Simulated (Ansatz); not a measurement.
Basis-set extrapolation for `OC1=NC1` (PBE0-D4/def2-TZVP geometry, frozen core, Ansatz 0.2.0). Multiplicity 1, RHF reference.

|  | def2-TZVPP | def2-QZVPP |
| --- | --- | --- |
| HF | -206.798145 | -206.807412 |
| MP2 correlation | -0.753003 | -0.805975 |
| CCSD(T) correlation | -0.798860 | not run |

Energies in hartree. Use E(X) = E(∞) + A·exp(−7.88·√X) for Hartree–Fock and E(X) = E(∞) + B·X^(−2.97) for correlation, with X = 3 and 4, and add CCSD(T) minus MP2 of the smaller set to the MP2 limit.

What is the CCSD(T) energy at the basis-set limit?

HF limit: -206.807412 + (-0.009267) × 0.13774 = -206.80869. MP2 limit: -0.805975 + (-0.052972) × 0.74074 = -0.84521. Higher-order term: -0.798860 − (-0.753003) = -0.04586. Total: -207.69976 hartree, 269.8 kJ/mol below CCSD(T)/def2-TZVPP.
